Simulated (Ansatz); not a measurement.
**CH₆AlB: vertical ionisation energy**

One table from this session's results is given with a row withheld; the runs are named, their logs left out.

The runs use Ansatz 0.2.0, Gaussian basis; unrestricted cation, the program's frozen cores in correlated methods.

Levels to be run: UKS PBE-D4/def2-TZVPP; UKS r2SCAN-D4/def2-TZVPP; UKS PBE0-D4/def2-TZVPP; UKS B3LYP-D4/def2-TZVPP; UKS wB97X-V/def2-TZVPP; UKS wB97M-V/def2-TZVPP; UKS B2PLYP/def2-TZVPP; UHF-MP2/def2-TZVPP; UHF-MP2/def2-QZVPP; then −ε(HOMO) from the neutral's earlier runs with LDA (SPW92), PBE-D4, revPBE-D4, BLYP-D4, r2SCAN-D4, B97M-V, PBE0-D4, B3LYP-D4, r2SCANh-D4, r2SCAN0-D4, HSE06-D4, BHLYP-D4, CAM-B3LYP-D4, LC-ωPBE, ωB97X-V, ωB97M-V.

1 further run of the same task is left out (it didn't finish).

### The relaxed structure

All runs share one geometry, relaxed beforehand with PBE0-D4 in a triple-zeta def2 set.

SMILES `[BH2][AlH][CH3]`, 9 atoms, charge 0, spin multiplicity 1.

Atoms are counted from 1 here; the program's logs count them from 0.

Bond lengths: B1–Al2 2.119 Å, B1–H4 1.201 Å, B1–H5 1.201 Å, Al2–C3 1.960 Å, Al2–H6 1.599 Å, C3–H7 1.092 Å, C3–H8 1.096 Å, C3–H9 1.095 Å. Angles: Al2–B1–H4 123.0°, Al2–B1–H5 123.2°, H4–B1–H5 113.8°, B1–Al2–C3 123.3°, B1–Al2–H6 119.0°, C3–Al2–H6 117.7°, Al2–C3–H7 114.1°, Al2–C3–H8 109.7°, Al2–C3–H9 110.6°, H7–C3–H8 107.7°, H7–C3–H9 108.2°, H8–C3–H9 106.2°.

Set-up of the first run:

in.yaml reads:

```yaml
crystal:
  periodic: [false, false, false]
  atoms:
    - {symbol: B, position_ang: [-1.018265, 0.948464, -1.467905]}
    - {symbol: Al, position_ang: [0.409747, 0.578717, 0.053711]}
    - {symbol: C, position_ang: [0.499923, -1.100868, 1.059714]}
    - {symbol: H, position_ang: [-0.826947, 0.683392, -2.624015]}
    - {symbol: H, position_ang: [-2.090519, 1.447237, -1.256135]}
    - {symbol: H, position_ang: [1.482963, 1.712110, 0.400573]}
    - {symbol: H, position_ang: [-0.322875, -1.788466, 0.853700]}
    - {symbol: H, position_ang: [1.435582, -1.622189, 0.826597]}
    - {symbol: H, position_ang: [0.518890, -0.904498, 2.136761]}
basis:
  gaussian: {orbitals: def2-TZVPP}
total_charge: 1
magnetization: {spin_polarized: true, initial_magnetization: 1}
hamiltonian: {xc: pbe, dispersion: d4}
```

Run with:

```
> ansatz run in.yaml --threads 2 --pin off --events-out ev --progress --plain --max-ram 4352MiB
```

Among the steps run: Cation, UKS PBE-D4/def2-TZVPP; Cation, UKS r2SCAN-D4/def2-TZVPP; Cation, UKS PBE0-D4/def2-TZVPP; Cation, UKS B3LYP-D4/def2-TZVPP; Cation, UKS wB97X-V/def2-TZVPP; Cation, UKS wB97M-V/def2-TZVPP; Cation, UKS B2PLYP (frozen core)/def2-TZVPP; Cation, UHF-MP2/def2-TZVPP; Cation, UHF-MP2/def2-QZVPP.

One of the session's tables, all rows but one given; the rest of the session is left out.

It belongs to the step «Ionisation energies side by side». Orbital estimates, from the neutral's runs:

```
  functional  −ε(HOMO) (eV)
 LDA (SPW92)           6.13
      PBE-D4           6.06
   revPBE-D4           6.02
     BLYP-D4           5.95
   r2SCAN-D4           6.29
      B97M-V           6.34
     PBE0-D4           7.23
    B3LYP-D4           7.04
  r2SCANh-D4           6.73
  r2SCAN0-D4           7.38
    HSE06-D4              ?
    BHLYP-D4           8.32
CAM-B3LYP-D4           8.58
     LC-ωPBE           9.93
     ωB97X-V           9.57
     ωB97M-V           9.37
```

Estimate the missing values for HSE06-D4.

As computed: −ε(HOMO) (eV): 6.83. In the column «−ε(HOMO) (eV)» it lies between r2SCANh-D4 (6.73) and B3LYP-D4 (7.04).
